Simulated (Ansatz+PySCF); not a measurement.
The numbers below are computed, except where a source is named.
Input for PySCF 2.14.0:

```python
from pyscf import gto, scf, mp

# the (T+d) and (D+d) sets load through basis_set_exchange
mol = gto.M(atom="""
Si 0.000000 0.000000 0.090660
H 0.000000 1.460930 -0.373850
H 1.265200 -0.730460 -0.373850
H -1.265200 -0.730460 -0.373850
""", basis={'H': 'cc-pvtz', 'Si': 'cc-pv(t+d)z'}, charge=0, spin=1)
mf = scf.UHF(mol)
mf.kernel()
pt = mp.MP2(mf, frozen=5).run()
print(mf.e_tot, pt.e_corr, pt.e_tot)
```

The script is written out from the run's settings.

Results

- Converged: yes
- Reference energy: -290.63933 hartree
- Correlation energy: -0.11638 hartree
- Total energy: -290.75571 hartree
- Spin squared of the determinant: 0.755
